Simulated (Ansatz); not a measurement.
Molecule (SMILES): OCl (OH-Cl).
Atoms: O1, H2, Cl3. Bonds: O1-H2, O1-Cl3.

Basis-set convergence of the optimised O1-H2 bond length at PBE with Ansatz (a quantum-chemistry and plane-wave program). Cartesian d functions, on some or all atoms, in 6-31G**; all else is spherical. The program fits the integrals of some runs and decomposes those of others, by size. Core-valence sets carry the plain set on hydrogen. No added dispersion term, no relativity. Reference: the value in aug-pcseg-3, 0.9755 Å, itself unsure by roughly 0.0001 Å (its mean distance from aug-cc-pV(Q+d)Z, def2-QZVPPD, pcseg-3). Deviations are taken from unrounded values.

```json
[
 {"basis": "3-21G", "functions": "24", "optimised O1-H2 bond length (Å)": "1.0205", "minus reference (Å)": "0.0450"},
 {"basis": "def2-SVP", "functions": "37", "optimised O1-H2 bond length (Å)": "0.9815", "minus reference (Å)": "0.0060"},
 {"basis": "pcseg-1", "functions": "37", "optimised O1-H2 bond length (Å)": "0.9851", "minus reference (Å)": "0.0096"},
 {"basis": "6-31G**", "functions": "39", "optimised O1-H2 bond length (Å)": "0.9812", "minus reference (Å)": "0.0057"},
 {"basis": "cc-pV(D+d)Z", "functions": "42", "optimised O1-H2 bond length (Å)": "0.9845", "minus reference (Å)": "0.0090"},
 {"basis": "def2-SVPD", "functions": "58", "optimised O1-H2 bond length (Å)": "0.9800", "minus reference (Å)": "0.0045"},
 {"basis": "6-311++G(2d,2p)", "functions": "72", "optimised O1-H2 bond length (Å)": "0.9761", "minus reference (Å)": "0.0006"},
 {"basis": "def2-TZVP", "functions": "74", "optimised O1-H2 bond length (Å)": "0.9781", "minus reference (Å)": "0.0026"},
 {"basis": "pcseg-2", "functions": "78", "optimised O1-H2 bond length (Å)": "0.9756", "minus reference (Å)": "0.0001"},
 {"basis": "cc-pV(T+d)Z", "functions": "83", "optimised O1-H2 bond length (Å)": "0.9763", "minus reference (Å)": "0.0007"},
 {"basis": "def2-TZVPD", "functions": "95", "optimised O1-H2 bond length (Å)": "0.9785", "minus reference (Å)": "0.0030"},
 {"basis": "cc-pCVTZ", "functions": "116", "optimised O1-H2 bond length (Å)": "0.9764", "minus reference (Å)": "0.0009"},
 {"basis": "def2-QZVPP", "functions": "157", "optimised O1-H2 bond length (Å)": "0.9753", "minus reference (Å)": "-0.0002"}
]
```
